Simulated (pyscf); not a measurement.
# Four-centre exchange: HO–B(OH)–OH (SMILES OB(O)O) + H₂ (SMILES [H][H]) → H₂O (SMILES O) + HO–BH–OH (SMILES OBO)

Gas phase, singlet surface, charge 0. Bonds broken: O1–B2, H8–H9. Bonds formed: O1–H8, B2–H9. Single points on ωB97X-D3(BJ)/def2-SVP structures (PySCF, gas phase).

Transition state (Å):

```xyz
9

O     -0.4711     0.5478     0.9051
B     -0.8588     0.1576    -0.5873
O     -1.8614     0.9152    -1.1673
O     -0.9137    -1.2256    -0.6986
H     -0.3782    -0.2873     1.3897
H     -1.8078     1.8515    -0.9568
H     -1.5608    -1.4902    -1.3604
H      0.3979     0.6773     0.0858
H      0.4510     0.6253    -0.9844
```

One imaginary mode, 1462i cm⁻¹; descent along it reached the two sides named.

```
bond   change  reactant side (Å)  saddle  product side
-----  ------  -----------------  ------  ------------
O1–B2  breaks              1.372   1.591           2.8
H8–H9  breaks              0.761   1.073           2.8
O1–H8   forms              2.525   1.201         0.965
B2–H9   forms                4.0   1.446         1.209
```

Electronic energies relative to the separated reactants (kcal/mol):

```tsv
level	barrier	reaction energy	reverse barrier
ωB97X-D3(BJ)/def2-TZVP	55.1	+25.2	29.9
PBE/def2-TZVP	48.5	+24.3	24.2
r²SCAN/def2-TZVP	51.9	+27.2	24.8
B3LYP-D3(BJ)/def2-TZVP	55.7	+25.6	30.1
PBE0-D3(BJ)/def2-TZVP	51.2	+25.2	26.0
M06-2X/def2-TZVP	56.9	+28.3	28.6
ωB97M-D3(BJ)/def2-TZVP	54.5	+25.4	29.0
HF/def2-TZVP	72.5	+25.5	46.9
```

With ωB97M-D3(BJ)/def2-TZVP energies and thermal terms (ideal gas, 1 atm, RRHO with modes under 100 cm⁻¹ raised to 100, one conformer, R ln 2 for chiral ones without a mode under 150 cm⁻¹), in kcal/mol:

```json
[
 {"T (K)": "298", "ΔH‡": "54.9", "ΔG‡": "62.1", "ΔH": "+28.4", "ΔG": "+25.3"},
 {"T (K)": "600", "ΔH‡": "54.1", "ΔG‡": "69.7", "ΔH": "+27.3", "ΔG": "+22.5"},
 {"T (K)": "900", "ΔH‡": "53.9", "ΔG‡": "77.5", "ΔH": "+26.4", "ΔG": "+20.4"},
 {"T (K)": "1200", "ΔH‡": "54.1", "ΔG‡": "85.4", "ΔH": "+25.6", "ΔG": "+18.5"}
]
```

The products may also form a dative adduct at HO–BH–OH; it and routes through it were not searched. At the saddle there is also a short B–H contact that neither side keeps. One saddle was located; it need not be the lowest between these sides.
